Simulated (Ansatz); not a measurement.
One change: `B1[SiH2]S1` becomes `B1CS1`.

Ansatz, PBE0-D4/def2-TZVP geometries, multiplicity 1. 

| property | `B1[SiH2]S1` |
| --- | --- |
| HOMO–LUMO gap (PBE0/def2-TZVPP) / eV | 5.49 |
| HOMO energy (B3LYP/def2-TZVPP) / eV | -7.09 |
| size of the dipole moment (ωB97M-V/def2-TZVPP) / D | 0.92 |
| LUMO energy (PBE0/def2-TZVPP) / eV | -1.82 |
| HOMO energy (PBE/def2-TZVPP) / eV | -6.25 |
| HOMO–LUMO gap (B3LYP/def2-TZVPP) / eV | 5.12 |

Q: Give the same properties after the change, and the shifts. (Estimate.)

A: Ansatz gave: 
| property | `B1CS1` | shift |
| --- | --- | --- |
| HOMO–LUMO gap (PBE0/def2-TZVPP) / eV | 6.43 | 0.94 |
| HOMO energy (B3LYP/def2-TZVPP) / eV | -7.41 | -0.32 |
| size of the dipole moment (ωB97M-V/def2-TZVPP) / D | 1.00 | 0.08 |
| LUMO energy (PBE0/def2-TZVPP) / eV | -1.23 | 0.59 |
| HOMO energy (PBE/def2-TZVPP) / eV | -6.53 | -0.28 |
| HOMO–LUMO gap (B3LYP/def2-TZVPP) / eV | 5.99 | 0.87 |

With PBE0 the HOMO falls by 0.35 eV and the LUMO rises by 0.59 eV, so the gap widens by about 0.94 eV. PBE moves the HOMO by -0.28 eV and ωB97M-V by -0.47 eV. Dipoles are sizes alone; their direction can turn.

B3LYP here is the variant with VWN-RPA as its local correlation; programs differ in this.
